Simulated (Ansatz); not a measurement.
# C₂H₅O−: small, medium and large basis sets

Aim: see how fast density functionals converge with the basis set for C₂H₅O−.

The runs use Ansatz 0.2.0, Gaussian basis; one geometry, several basis sets.

Plan: PBE0-D4/def2-SVPD; ωB97M-V/def2-SVPD; PBE0-D4/def2-QZVPPD; ωB97M-V/def2-QZVPPD; the functionals' def2-TZVPPD values are taken from earlier runs.

**1. Structure used throughout**

An earlier PBE0-D4 in a triple-zeta def2 set relaxation fixed the geometry.

8 atoms, charge -1, spin multiplicity 1.

Atoms are counted from 1 here; the program's logs count them from 0.

Bond lengths: C1–C2 1.548 Å, C1–H4 1.103 Å, C1–H5 1.097 Å, C1–H6 1.097 Å, C2–O3 1.325 Å, C2–H7 1.138 Å, C2–H8 1.138 Å. Angles: C2–C1–H4 112.1°, C2–C1–H5 109.5°, C2–C1–H6 109.6°, H4–C1–H5 108.9°, H4–C1–H6 108.9°, H5–C1–H6 107.6°, C1–C2–O3 114.4°, C1–C2–H7 104.5°, C1–C2–H8 104.5°, O3–C2–H7 114.8°, O3–C2–H8 114.8°, H7–C2–H8 102.5°.

**2. PBE0-D4 in def2-SVPD**

The input, in.yaml:

```yaml
crystal:
  periodic: [false, false, false]
  atoms:
    - {symbol: C, position_ang: [-0.440689, 0.576294, -0.257985]}
    - {symbol: C, position_ang: [0.455526, -0.573592, 0.261846]}
    - {symbol: O, position_ang: [1.696464, -0.211114, 0.553346]}
    - {symbol: H, position_ang: [-1.463567, 0.233940, -0.488632]}
    - {symbol: H, position_ang: [0.003415, 1.006642, -1.163946]}
    - {symbol: H, position_ang: [-0.492739, 1.370915, 0.496442]}
    - {symbol: H, position_ang: [0.369447, -1.383922, -0.532341]}
    - {symbol: H, position_ang: [-0.127847, -1.019182, 1.131261]}
basis:
  gaussian: {orbitals: def2-SVPD}
total_charge: -1
hamiltonian: {xc: pbe0, dispersion: d4}
output: {orbitals: {seedname: orbitals}}
```

The run is started by

```sh
$ ansatz run in.yaml --threads 4 --pin off --events-out ev --progress --plain --max-ram 10444MiB
```

Further steps of the session: ωB97M-V in def2-SVPD; PBE0-D4 in def2-QZVPPD; ωB97M-V in def2-QZVPPD.

Before running them: what should the planned runs give, taken together? Wanted: PBE0-D4: double and triple zeta above quadruple; ωB97M-V: double and triple zeta above quadruple.

**Answer**, as computed:

| quantity | value |
| --- | --- |
| PBE0-D4: double and triple zeta above quadruple | 4.74, 0.22 eV |
| ωB97M-V: double and triple zeta above quadruple | 4.89, 0.21 eV |

**Reading.** PBE0-D4 gains 4.51 eV from double to triple zeta, then 0.22 eV more. These are total energies; as a rule much of such shifts cancels in differences, which this series doesn't test. The LUMO of ωB97M-V is positive and keeps falling with the basis (6.08 to 4.42 eV): an unbound level that the basis holds in place.
